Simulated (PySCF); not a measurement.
Compound: C₄H₃S₂ (charge -1).
Numbering: `[S-:1][c:2]1[cH:3][cH:4][cH:5][s:6]1` (hydrogens: H7 on C3; H8 on C4; H9 on C5)
Bond orders are those of one Lewis drawing.

Method: PySCF 2.14.0, PBE0-D3(BJ)/def2-SVP geometry optimisation, gas phase; density fitting, grid level 1; the optimiser is geomeTRIC in internal coordinates, started from a GFN2-xTB structure.

Step 0: E = -25846.2111 eV
```
atom  x, y, z in Å  |  force x, y, z in eV/Å
S1      2.9195    0.6403   -0.1259    0.853   0.292  -0.028
C2      1.2603    0.4103   -0.0469    0.395   0.613   0.027
C3      0.5497   -0.7664   -0.1047   -0.416  -0.389  -0.002
C4     -0.8440   -0.6165   -0.0061   -0.084  -0.188  -0.019
C5     -1.2451    0.6732    0.1261   -0.094   0.782   0.073
S6      0.1080    1.7630    0.1357    0.073  -0.453  -0.041
H7      1.0492   -1.7148   -0.2147    0.301  -0.401  -0.052
H8     -1.5331   -1.4490   -0.0345   -0.358  -0.361  -0.008
H9     -2.2372    1.0719    0.2206   -0.669   0.106   0.049
```

Question: Estimate the geometry and energy of step 1. (The exact step hangs on the optimiser's Hessian estimate; all steps are aligned on step 0, rigid shifts and turns removed.)

Answer: E = -25846.2392 eV, largest force 0.770 eV/Å
```
atom  x, y, z in Å  |  force x, y, z in eV/Å
S1      2.9842    0.7303   -0.1237   -0.115  -0.211  -0.011
C2      1.3213    0.3822   -0.0528   -0.674   0.365   0.074
C3      0.5503   -0.7821   -0.1050    0.160  -0.240  -0.031
C4     -0.8586   -0.6078   -0.0053   -0.173  -0.361  -0.018
C5     -1.2844    0.6885    0.1299    0.741   0.092  -0.038
S6      0.1316    1.7054    0.1304   -0.023   0.569   0.048
H7      1.0377   -1.7525   -0.2160   -0.036  -0.067  -0.005
H8     -1.5619   -1.4473   -0.0338    0.041  -0.059  -0.007
H9     -2.2932    1.0953    0.2259    0.080  -0.088  -0.013
```

The energy changes by -0.0281 eV. The first-order estimate −F·Δx gives -0.1990 eV and the mean of the old and new forces, exact on a quadratic surface, -0.0288 eV. The step makes an angle of 52° with the force vector and moves no atom by more than 0.111 Å.

What follows is the cost of the whole optimisation. Time: 33 s of wall time. Hardware: Arm Neoverse V1, one thread (shared host).
